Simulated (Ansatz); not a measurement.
Input file:

```yaml
crystal:
  periodic: [false, false, false]
  atoms:
    - {symbol: Cl, position_ang: [-1.422099, 0.022748, 0.000000]}
    - {symbol: H, position_ang: [0.095901, 0.022748, 0.000000]}
    - {symbol: Si, position_ang: [1.715901, 0.022748, 0.000000]}
    - {symbol: H, position_ang: [2.112335, -1.456765, 0.000000]}
basis:
  gaussian: {orbitals: 6-31G}
magnetization: {spin_polarized: true, initial_magnetization: 1}
correlation: {method: ccsdt_q, electrons: valence}
scf: {lower_state_search: off}
output: {forces: true}
```

```sh
$ ansatz run in.yaml --threads 1 --pin off --events-out ev --progress --plain --max-ram 2393MiB
```

Output:

```
these checks for a lower state are left out or cut short: starts, cluster_reference, orbital_swaps, neighbouring_geometries, increment
600 factors; integrals over basis functions are off by at most 9.9e-8 eV
mean field evaluation 1: about -20391.1248 eV, gradient 1.0e1 eV
mean field evaluation 2: about -20391.1281 eV, gradient 1.0e1 eV
mean field evaluation 4: about -20392.2688 eV, gradient 1.2e0 eV
mean field evaluation 8: about -20392.3328 eV, gradient 6.7e-2 eV
mean field evaluation 16: about -20392.3233 eV, gradient 3.5e-1 eV
mean field -20392.33320263 eV, -749.4044227766 hartree, gradient 1.9e-7 eV, S^2 0.800270; 1 other end points of the search recorded, 0 dependent functions left out
10 core orbitals not correlated: weight in the atoms' cores, before any rotation towards them, 1.000 or more for the frozen orbitals, at most 0.000 for the correlated occupied ones
reference -20392.33320263 eV, -749.4044227766 hartree; 7, 6 occupied and 13, 14 virtual orbitals, 600 factors
second order -2.26427571 eV of doubles, -0.00000000 eV of singles
cycle   1  -2.68495590 eV  change   -4.2e-1 eV  update   7.1e-2
cycle   2  -2.93306414 eV  change   -2.5e-1 eV  update   3.4e-2
cycle   3  -3.00133656 eV  change   -6.8e-2 eV  update   1.9e-2
cycle   4  -3.00908341 eV  change   -7.7e-3 eV  update   1.0e-2
cycle   5  -3.01011440 eV  change   -1.0e-3 eV  update   7.4e-3
...
cycle  53  -3.01688142 eV  change    1.0e-8 eV  update   2.3e-7
cycle  54  -3.01688146 eV  change   -4.1e-8 eV  update   1.9e-7
cycle  55  -3.01688151 eV  change   -5.0e-8 eV  update   1.5e-7
cycle  56  -3.01688153 eV  change   -1.6e-8 eV  update   1.1e-7
cycle  57  -3.01688158 eV  change   -5.3e-8 eV  update   8.5e-8
cycle  58  -3.01688162 eV  change   -3.9e-8 eV  update   6.2e-8
cycle  59  -3.01688164 eV  change   -2.1e-8 eV  update   4.3e-8
cycle  60  -3.01688163 eV  change    6.1e-9 eV  update   3.2e-8
cycle  61  -3.01688163 eV  change    2.5e-9 eV  update   2.4e-8
cycle  62  -3.01688164 eV  change   -7.5e-9 eV  update   1.9e-8
perturbative correction -0.00240685 eV, -0.0000884502 hartree
the calculation of the forces begins
WARN: the results are in doubt because the forces break the atoms' symmetry
Total energy: -20395.35249112 eV, -749.5153795821 hartree
Atom 0 at    -1.422099     0.022748     0.000000 Å, force    -1.205287    -0.087073    -0.000565 eV/Å
Atom 1 at     0.095901     0.022748     0.000000 Å, force    -0.845251     0.029387     0.001094 eV/Å
Atom 2 at     1.715901     0.022748     0.000000 Å, force     2.041821     0.659364    -0.000530 eV/Å
Atom 3 at     2.112335    -1.456765     0.000000 Å, force     0.008717    -0.601677     0.000000 eV/Å
Dipole moment:     0.790254    -0.101188    -0.000026 e Å
In doubt: the forces break the atoms' symmetry
Checks for a lower state left out: starts, cluster_reference, orbital_swaps, neighbouring_geometries, increment
```

Ran on 1 thread of Arm Neoverse V1, shared host: 59 s wall, 0.38 GiB peak host memory.
